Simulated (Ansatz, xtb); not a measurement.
Relative energy of two isomers of C4H8O2

We compare I, `COC1(O)CC1`, a singlet, with II, `CO[C@@H]1C[C@H]1O`, a singlet. Both are isolated molecules in the gas phase, relaxed with PBE-D3(BJ)/def2-SVP; the shapes shown needn't be the lowest conformers.

I (Å):

```tsv
atom	x (Å)	y (Å)	z (Å)
C	0.4445	-0.7233	-0.0031
C	-1.3446	0.5639	-0.8168
C	-1.1263	1.9878	-0.3975
C	-2.5249	1.3624	-0.3507
O	-0.9533	-0.4687	0.0337
O	-1.1718	0.3034	-2.1760
H	1.0313	0.1477	0.3716
H	0.7885	-0.9549	-1.0347
H	0.6360	-1.5945	0.6520
H	-1.7675	-0.4425	-2.3877
H	-0.9193	2.7241	-1.1888
H	-0.6179	2.1645	0.5628
H	-3.2496	1.6831	-1.1147
H	-2.9433	1.1190	0.6378
```

II (Å):

```csv
atom,x (Å),y (Å),z (Å)
C,-0.0856,-2.4618,-0.1423
C,-1.5437,-0.6738,-0.4804
C,-1.7337,0.6674,-1.1328
C,-1.0653,0.5657,0.2308
O,-0.6218,-1.5359,-1.0661
O,-1.7566,0.9384,1.3844
H,0.6390,-3.0963,-0.6887
H,-0.8749,-3.1185,0.2962
H,0.4416,-1.9554,0.7010
H,-2.4405,-1.1533,-0.0344
H,-1.0941,0.8941,-1.9998
H,-2.7590,1.0665,-1.1718
H,0.0348,0.7099,0.2407
H,-1.7973,1.9127,1.3941
```

Quicker runs give these differences E(II) − E(I): GFN2-xTB +31.3 kJ/mol; HF/STO-3G +28.8 kJ/mol (at GFN2-xTB geometries); r2SCAN-D4/def2-SVP +38.7 kJ/mol (at GFN2-xTB geometries).

**Question.** Estimate E(II) − E(I) at the level CCSD(T)/def2-SVP + ΔMP2/def2-TZVPP.

**Answer.** Calculated at CCSD(T)/def2-SVP + ΔMP2/def2-TZVPP: E(II) − E(I) = +35.1 kJ/mol, so structure I lies lower.

How the difference moves with the method:

```
                             level             geometry  E(II) − E(I) (kJ/mol)  departure from the last row (kJ/mol)  job, with rough time for the two
                          GFN2-xTB             GFN2-xTB                   +31.3                                  −3.8              optimisation, 0.11 s
                         HF/STO-3G             GFN2-xTB                   +28.8                                  −6.2              single point, 0.36 s
                r2SCAN-D4/def2-SVP             GFN2-xTB                   +38.7                                  +3.6               single point, 5.3 s
               PBE-D3(BJ)/def2-SVP  PBE-D3(BJ)/def2-SVP                   +36.2                                  +1.1                optimisation, 20 s
                       HF/def2-SVP  PBE-D3(BJ)/def2-SVP                   +34.3                                  −0.8           part of the CCSD(T) run
                      MP2/def2-SVP  PBE-D3(BJ)/def2-SVP                   +40.9                                  +5.9           part of the CCSD(T) run
                  CCSD(T)/def2-SVP  PBE-D3(BJ)/def2-SVP                   +39.5                                  +4.5                      single point
CCSD(T)/def2-SVP + ΔMP2/def2-TZVPP  PBE-D3(BJ)/def2-SVP                   +35.1                                                      single point, 75 s
```

As drawn, both hold the same kinds of bond in the same numbers.

The levels shown agree on the order. The largest departure from CCSD(T)/def2-SVP + ΔMP2/def2-TZVPP is that of HF/STO-3G, 6.2 kJ/mol. The last row adds to CCSD(T) the change of the MP2 difference between the two basis sets, here −4.5 kJ/mol.

With thermal terms from frequencies at re-optimised GFN2-xTB minima (ideal gas, soft modes damped towards free rotors, one conformer each, 298.15 K, 1 atm): the zero-point term adds −0.5 kJ/mol; ΔH is +35.0 and ΔG +33.6 kJ/mol.

The correlated steps freeze 6 core orbitals. Mirror images aren't counted in ΔG. Programs: Ansatz 0.2.0, xtb 6.7.1; the last row on 2 threads of Arm Neoverse V2 on a shared host.
